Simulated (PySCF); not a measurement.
A species of formula C3H5F2N has this rotational fingerprint, computed with PBE0-D3(BJ)/def2-SVP geometry optimisation, gas phase (PySCF):

- Rotational constants: A = 8282, B = 1956, C = 1680 MHz
- Dipole components: |μa| = 0.28 D, |μb| = 1.55 D, |μc| = 0.10 D
- Inertial defect: -18.48 u·Å²
- κ: -0.92

**Question.** Which candidate fits, each taken in the one conformer that was computed?
A. `[F:1][CH:2]([F:3])[C@@H:4]1[CH2:5][NH:6]1` with F1–C2–C4–C5 -88°
B. `[CH3:1]/[N:2]=[CH:3]/[CH:4]([F:5])[F:6]` with N2–C3–C4–F5 -121°
C. `[H]/[N:1]=[CH:2]\[CH2:3][CH:4]([F:5])[F:6]` with N1–C2–C3–C4 126°, C2–C3–C4–F5 61°

**Answer.** C. It is [H]/N=C\CC(F)F, a near-prolate asymmetric top, point group C1. The candidates at the same level (rigid rotor, commonest isotopes):

```json
{"SMILES": "FC(F)[C@@H]1CN1", "A (MHz)": "6903", "B (MHz)": "2669", "C (MHz)": "2086", "μa (D)": "2.39", "μb (D)": "0.67", "μc (D)": "0.86", "Δ (u·Å²)": "-20.30", "point group": "C1", "rotor": "asymmetric top"}
{"SMILES": "C/N=C/C(F)F", "A (MHz)": "8695", "B (MHz)": "1841", "C (MHz)": "1631", "μa (D)": "2.14", "μb (D)": "0.00", "μc (D)": "0.53", "Δ (u·Å²)": "-22.83", "point group": "Cs", "rotor": "near-prolate asymmetric top"}
{"SMILES": "[H]/N=C\\CC(F)F", "A (MHz)": "8282", "B (MHz)": "1956", "C (MHz)": "1680", "μa (D)": "0.28", "μb (D)": "1.55", "μc (D)": "0.10", "Δ (u·Å²)": "-18.48", "point group": "C1", "rotor": "near-prolate asymmetric top"}
```

`C/N=C/C(F)F` has B 6 % too low; `FC(F)[C@@H]1CN1` has B 36 % too high. No structure here is proved a minimum.
